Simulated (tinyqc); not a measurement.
Inside a calculation. Method: G0W0 on RHF in the sto-3g basis, for HF, spin multiplicity 1. One step of it, computed by the program tinyqc.

Task: Iteration 1: building the Fock matrix. J_ij = sum D_kl (ij|kl), K_ij = sum D_kl (ik|jl); F = H + J - 0.5 K; E = tr D H + tr D J / 2 - 0.25 tr D K + E_nn.

D at the start, lower triangle:
```
,1F 1s,1F 2s,1F 2px,1F 2py,1F 2pz,2H 1s
1F 1s,2.128990
1F 2s,-0.563639,2.460793
1F 2px,0.000000,0.000000,2.000000
1F 2py,0.000000,0.000000,0.000000,2.000000
1F 2pz,-0.047003,0.290055,0.000000,0.000000,2.238798
2H 1s,0.094459,-0.415291,0.000000,0.000000,-0.408933,0.128869
```

core Hamiltonian H = T + V (hartree), lower triangle:
```
,1F 1s,1F 2s,1F 2px,1F 2py,1F 2pz,2H 1s
1F 1s,-40.634654
1F 2s,-9.534757,-11.106029
1F 2px,0.000000,0.000000,-8.758764
1F 2py,0.000000,0.000000,0.000000,-8.758764
1F 2pz,-0.016805,-0.197751,0.000000,0.000000,-8.891939
2H 1s,-2.242201,-4.462754,0.000000,0.000000,-2.816196,-5.670447
```

Two-electron integrals (ij|kl) in chemists' order, unique and non-zero (hartree):
```
i,j,k,l,(ij|kl)
1,1,1,1,5.403501
2,1,1,1,0.841920
2,1,2,1,0.156299
2,2,1,1,1.268028
2,2,2,1,0.292344
2,2,2,2,0.926167
3,1,3,1,0.027998
3,2,3,1,0.043169
3,2,3,2,0.204588
3,3,1,1,1.264502
3,3,2,1,0.292403
3,3,2,2,0.925959
3,3,3,3,0.997514
4,1,4,1,0.027998
4,2,4,1,0.043169
4,2,4,2,0.204588
4,3,4,3,0.053770
4,4,1,1,1.264502
4,4,2,1,0.292403
4,4,2,2,0.925959
4,4,3,3,0.889973
4,4,4,4,0.997514
5,1,5,1,0.027998
5,2,5,1,0.043169
5,2,5,2,0.204588
5,3,5,3,0.053770
5,4,5,4,0.053770
5,5,1,1,1.264502
5,5,2,1,0.292403
5,5,2,2,0.925959
5,5,3,3,0.889973
5,5,4,4,0.889973
5,5,5,5,0.997514
6,1,1,1,0.200105
6,1,2,1,0.036792
6,1,2,2,0.068235
6,1,3,3,0.068138
6,1,4,4,0.068138
6,1,5,1,0.001480
6,1,5,2,0.002758
6,1,5,5,0.068440
6,1,6,1,0.008747
6,2,1,1,0.462506
6,2,2,1,0.107873
6,2,2,2,0.376245
6,2,3,3,0.371073
6,2,4,4,0.371073
6,2,5,1,0.007235
6,2,5,2,0.054428
6,2,5,5,0.386240
6,2,6,1,0.025680
6,2,6,2,0.181584
6,3,3,1,0.011818
6,3,3,2,0.068022
6,3,5,3,0.011692
6,3,6,3,0.028193
6,4,4,1,0.011818
6,4,4,2,0.068022
6,4,5,4,0.011692
6,4,6,4,0.028193
6,5,1,1,0.294767
6,5,2,1,0.069698
6,5,2,2,0.260467
6,5,3,3,0.248997
6,5,4,4,0.248997
6,5,5,1,0.015969
6,5,5,2,0.104406
6,5,5,5,0.283120
6,5,6,1,0.017354
6,5,6,2,0.154031
6,5,6,5,0.158088
6,6,1,1,0.577304
6,6,2,1,0.136851
6,6,2,2,0.546446
6,6,3,3,0.527137
6,6,4,4,0.527137
6,6,5,1,0.012674
6,6,5,2,0.130019
6,6,5,5,0.584424
6,6,6,1,0.032852
6,6,6,2,0.322880
6,6,6,5,0.318180
6,6,6,6,0.774606
```

nuclear repulsion = 5.48686048 hartree

Give: Coulomb J; exchange K; Fock matrix F; total energy of this density.

Result:

Coulomb J (hartree), lower triangle:
```
,1F 1s,1F 2s,1F 2px,1F 2py,1F 2pz,2H 1s
1F 1s,21.0512
1F 2s,4.0379,9.9838
1F 2px,0.0000,0.0000,9.9775
1F 2py,0.0000,0.0000,0.0000,9.9775
1F 2pz,0.0053,0.0013,0.0000,0.0000,9.9701
2H 1s,0.9501,3.9385,0.0000,0.0000,2.6659,5.4883
```

exchange K (hartree), lower triangle:
```
,1F 1s,1F 2s,1F 2px,1F 2py,1F 2pz,2H 1s
1F 1s,11.1214
1F 2s,1.9516,3.2455
1F 2px,0.0000,0.0000,2.6771
1F 2py,0.0000,0.0000,0.0000,2.6771
1F 2pz,0.0022,0.0079,0.0000,0.0000,2.6678
2H 1s,0.4813,1.1372,0.0000,0.0000,0.5727,0.5686
```

Fock matrix F (hartree), lower triangle:
```
,1F 1s,1F 2s,1F 2px,1F 2py,1F 2pz,2H 1s
1F 1s,-25.1441
1F 2s,-6.4727,-2.7449
1F 2px,0.0000,0.0000,-0.1199
1F 2py,0.0000,0.0000,0.0000,-0.1199
1F 2pz,-0.0126,-0.2004,0.0000,0.0000,-0.2558
2H 1s,-1.5328,-1.0928,0.0000,0.0000,-0.4366,-0.4664
```

total energy of this density = -97.779935 hartree
